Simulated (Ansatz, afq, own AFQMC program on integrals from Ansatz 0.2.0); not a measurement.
# CH$_{3}$⁺, singlet: AFQMC among the cluster methods

```xyz
4

C     0.0000    0.0000    0.0000
H     2.1590    0.0274   -0.0005
H    -1.1033    1.8560   -0.0055
H    -1.0557   -1.8834    0.0060
```

Basis cc-pVDZ. Noble-gas cores (and the filled d shells of Ga–Kr and In–Xe) are frozen. AFQMC by an in-house program on the Cholesky factors that Ansatz 0.2.0 writes for its CCSD(T) run. The CISD trial takes its coefficients from CCSD amplitudes. Released means that phaseless walkers are propagated on without the constraint, phases kept. ± is one standard error of the sampling.

Determinant: RHF, the one that the program's search chose, which needn't be the lowest solution. The geometry is a point of a scan.

Full CI on the same integrals is exact in this basis and with this determinant's frozen core.

Cautions: restricted determinant unstable towards unrestricted (UHF 3.08 eV lower, ⟨S²⟩ 1.79); strong correlation (T1 0.035, weight of the determinant 0.75, largest double 0.18); (T) is large, 8 % of the CCSD correlation; CCSD(T) is in doubt: in a space of 6 electrons in 9 natural orbitals full CI lies 166 meV below it; the released energies are still falling, so no released level is given (meV from the phaseless value at times in 1/Eh: -44 ± 8 at 0.24, -71 ± 8 at 0.51, -110 ± 7 at 0.99, -155 ± 7 at 1.62, -164 ± 8 at 2.40).

```
T1 diagnostic                               : 0.0347
weight of the determinant in the CISD state : 0.748
size of the correlated space                : 6 electrons in 28 orbitals
```

```
  level  correlation energy (eV)
    MP2                  -4.7162
   CCSD                  -6.0386
CCSD(T)                  -6.4939
```

Task: Estimate where full CI lies against CCSD(T) on the same integrals.

Result: 6.31 mEh below CCSD(T).

Reference: full CI, correlation energy -6.666 eV.

```csv
level,E − E(reference) (mEh),share of correlation (%)
CCSD(T),6.31,97.43
CCSDT,2.04,99.17
CCSDT(Q),0.14,99.94
CCSDTQ,0.10,99.96
ph-AFQMC/HF,21.57 ± 1.43,91.19
ph-AFQMC/CISD,11.65 ± 0.27,95.24
```

CCSDT and higher add their correlation energy to the determinant of the CCSD(T) run, since their own runs factorise the integrals more tightly (a shift of under 2 meV). A walk keeps the symmetry of its determinant, which the program's search chose and which needn't be the lowest solution, so a lower state of the same spin and another symmetry isn't excluded.
